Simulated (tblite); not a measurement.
C4H3FN (doublet state).
Atom-mapped SMILES: `[F:1]/[CH:2]=[CH:3]/[C:4]1[CH:5]=[N:6]1` (hydrogens: H7 on C2; H8 on C3; H9 on C5)

The geometry is computed with GFN2-xTB (gas phase). This method treats the open shell by occupation alone, without spin polarisation.

Question: Give the optimised bond lengths and angles.

Answer: 
```json
{"bond": "F1–C2", "length (Å)": "1.338"}
{"bond": "C2=C3", "length (Å)": "1.364"}
{"bond": "C3–C4", "length (Å)": "1.365"}
{"bond": "C4–C5", "length (Å)": "1.355"}
{"bond": "C5=N6", "length (Å)": "1.310"}
{"bond": "C4–N6", "length (Å)": "1.480"}
{"bond": "C2–H7", "length (Å)": "1.077"}
{"bond": "C3–H8", "length (Å)": "1.082"}
{"bond": "C5–H9", "length (Å)": "1.065"}
```

A selection of angles:
```json
{"angle": "F1–C2–C3", "degrees": "120.4"}
{"angle": "F1–C2–H7", "degrees": "113.8"}
{"angle": "C3–C2–H7", "degrees": "125.8"}
{"angle": "C2–C3–C4", "degrees": "122.7"}
{"angle": "C2–C3–H8", "degrees": "119.0"}
{"angle": "C4–C3–H8", "degrees": "118.3"}
{"angle": "C3–C4–C5", "degrees": "160.7"}
{"angle": "C3–C4–N6", "degrees": "144.5"}
{"angle": "C5–C4–N6", "degrees": "54.8"}
{"angle": "C4–C5–N6", "degrees": "67.4"}
{"angle": "C4–C5–H9", "degrees": "150.3"}
{"angle": "N6–C5–H9", "degrees": "142.2"}
{"angle": "C4–N6–C5", "degrees": "57.7"}
```

Torsions: F1–C2–C3–C4 180° (antiperiplanar); C2–C3–C4–C5 180° (antiperiplanar); C3–C4–C5–N6 180° (antiperiplanar); C3–C4–N6–C5 180° (antiperiplanar).

The 3-membered ring C4–C5–N6 has internal angles of 54.8° to 67.4°. C3 (carbon bonded to 2 C and H) is planar (angles 122.7°, 119.0° and 118.3°, sum 360.0°, 0.00 Å off the plane of its three neighbours). The 6 heavy atoms lie in one plane (0.001 Å rms). C5 (carbon bonded to C, N and H) has angles 150.3°, 142.2° and 67.4°, sum 360.0°, 0.00 Å off the plane of its three neighbours. The C–N distances run from 1.310 Å (C5=N6, drawn double in one of several resonance forms) to 1.480 Å (C4–N6, drawn single in one of several resonance forms), a spread of 0.170 Å. C2 (carbon bonded to C, F and H) is planar (angles 125.8°, 120.4° and 113.8°, sum 360.0°, 0.00 Å off the plane of its three neighbours). C4 (carbon bonded to 2 C and N) has angles 160.7°, 144.5° and 54.8°.

Point group: Cs (tolerance 0.08 Å). Its GFN2-xTB frequencies are all real (lowest 132 cm⁻¹). 3 starts were optimised and ended at 0.00, 0.00 and 0.77 kcal/mol (GFN2-xTB); the lowest of these is shown.

One conformer stands for the species.
